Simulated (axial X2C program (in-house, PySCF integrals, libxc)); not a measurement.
# PN⁺: EOM-IP-CCSD levels

Wanted for PN⁺: EOM-IP-CCSD levels, at the two-component level.

Program: an in-house X2C program for linear molecules on PySCF integrals. Level of theory: two-component X2C with atomic mean-field terms, P dyall-v3z, N dyall-av3z. These are calculated values, not measurements.

### Step 1. Input

task.json reads:

```json
{"zs": [15, 7], "q": 1, "bas": ["dyall-v3z", "dyall-av3z"], "r0": 1.62, "eom": "ip", "rq": 0, "thr": -2.0, "nmax": 95, "grid": [1, 0.96, 1.045, 0.92, 1.09, 1.15]}
```

Keys: zs atomic numbers; q charge; bas basis sets; r0 starting distance in Å; eom kind of EOM run; thr threshold in hartree for freezing inner shells (an s shell follows its p shell); nmax most natural virtual spinors; grid distances as factors.

Command:

```console
python soeom.py task.json out
```

Nuclei are Gaussian, cores are contracted, and the Gaunt term is on.

### Step 2. EOM-IP-CCSD at 1.486 Å

Reference: the closed shell PN; 10 electrons correlated, 94 virtual spinors; roots sought by Ω: 1/2: 4, 3/2: 3, 5/2: 1.

Output:

```text
two-component X2C + atomic mean field  HF
basis functions 103  fitting functions 582  grid points 4349
iter        total energy     max residual
   1       -395.965088968     8.70e-02
   2       -395.978583977     5.25e-03
   3       -395.979070217     1.52e-03
   4       -395.979121866     8.71e-04
   5       -395.979129713     6.84e-04
   6       -395.979133008     1.15e-04
   7       -395.979133226     4.30e-05
   8       -395.979133317     2.91e-05
   9       -395.979133358     2.09e-05
  10       -395.979133399     9.02e-06
  11       -395.979133407     7.16e-07
  12       -395.979133407     4.89e-07
converged
one-electron -620.91682418  Coulomb 216.81853763  exact exchange -29.22198260  xc functional 0.00000000  nuclear repulsion 37.39139108  atomic mean-field constant -0.05025533
correlated 10  virtual 168  natural virtual 94  E(MP2) -0.357018032  MP2 remainder -0.007387012
iter   CCSD correlation   residual
   1     -0.327591862   2.01e-01
   2     -0.344193772   8.62e-02
   3     -0.348260693   2.82e-02
   4     -0.348495330   8.93e-03
   5     -0.348636617   3.57e-03
   6     -0.348594348   9.09e-04
   7     -0.348594954   2.66e-04
   8     -0.348598067   8.10e-05
   9     -0.348597647   2.97e-05
  10     -0.348597682   1.28e-05
  11     -0.348597509   6.40e-06
  12     -0.348597484   2.88e-06
  13     -0.348597481   1.27e-06
(T) -0.023110034  T1 0.0265  D1 0.0354  max T2 0.099
EOM-IP-CCSD roots
2*Omega      energy/Eh   energy/eV  one-particle weight
    1       0.43513156     11.8405      0.919
    1       0.45934589     12.4994      0.943
    1       0.60487992     16.4596      0.855
    1       0.74515449     20.2767      0.000
    3       0.45846655     12.4755      0.943
    3       0.70750181     19.2521      0.000
    3       0.74621664     20.3056      0.000
    5       0.74661136     20.3163      0.000
```

T1 in the output is the amplitude norm over the root of the electron number; divide by √2 for the Lee–Taylor value.

```tsv
Ω	vertical IE (eV)	above lowest (cm⁻¹)	spinor	weight
1/2	11.841	0	57% N pσ, 20% P pσ, 15% N sσ	0.92
3/2	12.476	5120	57% N pπ, 34% P pπ	0.94
1/2	12.499	5310	56% N pπ, 35% P pπ	0.94
1/2	16.460	37260	39% P sσ, 24% P pσ, 18% N pσ	0.85
```

Run time: 5.5 s. Hardware: 1 thread of Arm Neoverse V1, shared host; peak memory 0.58 GiB.

### Step 3. EOM-IP-CCSD at 1.427 Å

```tsv
Ω	vertical IE (eV)	above lowest (cm⁻¹)	spinor	weight
1/2	11.789	0	58% N pσ, 18% P pσ, 16% N sσ	0.92
3/2	12.713	7460	57% N pπ, 34% P pπ	0.94
1/2	12.737	7650	57% N pπ, 34% P pπ	0.94
1/2	16.328	36610	37% P sσ, 26% P pσ, 18% N pσ	0.87
```

Run time: 5.3 s. Hardware: 1 thread of Arm Neoverse V1, shared host; peak memory 0.58 GiB.

### Step 4. EOM-IP-CCSD at 1.553 Å

```tsv
Ω	vertical IE (eV)	above lowest (cm⁻¹)	spinor	weight
1/2	11.881	0	57% N pσ, 22% P pσ, 14% N sσ	0.92
3/2	12.239	2890	57% N pπ, 35% P pπ	0.94
1/2	12.263	3090	56% N pπ, 36% P pπ	0.94
1/2	16.592	38000	42% P sσ, 22% P pσ, 17% N pσ	0.83
```

Wall time 5.8 s (1 thread of Arm Neoverse V1, shared host); peak memory 0.6 GiB.

### Step 5. EOM-IP-CCSD at 1.367 Å

```tsv
Ω	vertical IE (eV)	above lowest (cm⁻¹)	spinor	weight
1/2	11.718	0	58% N pσ, 17% N sσ, 16% P pσ	0.92
3/2	12.980	10180	57% N pπ, 33% P pπ	0.94
1/2	13.004	10380	57% N pπ, 33% P pπ	0.94
1/2	16.184	36020	36% P sσ, 29% P pσ, 19% N pσ	0.89
```

Run time: 5.2 s. Hardware: 1 thread of Arm Neoverse V1, shared host; peak memory 0.6 GiB.

### Step 6. EOM-IP-CCSD at 1.620 Å

```tsv
Ω	vertical IE (eV)	above lowest (cm⁻¹)	spinor	weight
1/2	11.904	0	57% N pσ, 23% P pσ, 12% N sσ	0.92
3/2	12.032	1030	57% N pπ, 35% P pπ	0.94
1/2	12.058	1240	55% N pπ, 37% P pπ	0.94
1/2	16.702	38700	44% P sσ, 20% P pσ, 16% N pσ	0.80
```

Run time: 6.2 s. Hardware: 1 thread of Arm Neoverse V1, shared host; peak memory 0.6 GiB.

### Step 7. EOM-IP-CCSD at 1.709 Å

```tsv
Ω	vertical IE (eV)	above lowest (cm⁻¹)	spinor	weight
3/2	11.800	0	55% N pπ, 38% P pπ	0.94
1/2	11.821	170	57% N pπ, 36% P pπ	0.94
1/2	11.915	930	57% N pσ, 26% P pσ, 11% N sσ	0.92
1/2	16.803	40360	48% P sσ, 17% P pσ, 15% N pσ	0.73
```

Run time: 6.7 s. Hardware: 1 thread of Arm Neoverse V1, shared host; peak memory 0.6 GiB.

### Step 8. Curves of the states

Energies in eV from the lowest point of the lowest state; states are followed by energy order within each Ω.

```tsv
R (Å)	(1)Ω=1/2	(1)Ω=3/2	(2)Ω=1/2	(3)Ω=1/2
1.367	0.5768	1.8393	1.8633	5.0431
1.427	0.1227	1.0473	1.0712	4.6619
1.486	0.0000	0.6350	0.6589	4.6191
1.553	0.1403	0.4986	0.5230	4.8514
1.620	0.4788	0.6066	0.6330	5.2769
1.709	1.0253	1.0045	1.1196	6.0083
```

### Step 9. What came out

| quantity | value |
| --- | --- |
| lowest root at 1.486 Å | Ω = 1/2, 11.841 eV |
| next root led by one particle | Ω = 3/2, about 5120 cm⁻¹ higher |
| T1 of the reference | 0.019 |

**Reading.** Removing an electron from the reference determinant of PN costs 11.84 eV and empties a spinor of 57% N pσ, 20% P pσ, 15% N sσ. Errors of 0.1 to 0.3 eV are usual at this size, and roots led by higher excitations are left out, so the list is incomplete, and low states of that kind can be missing.
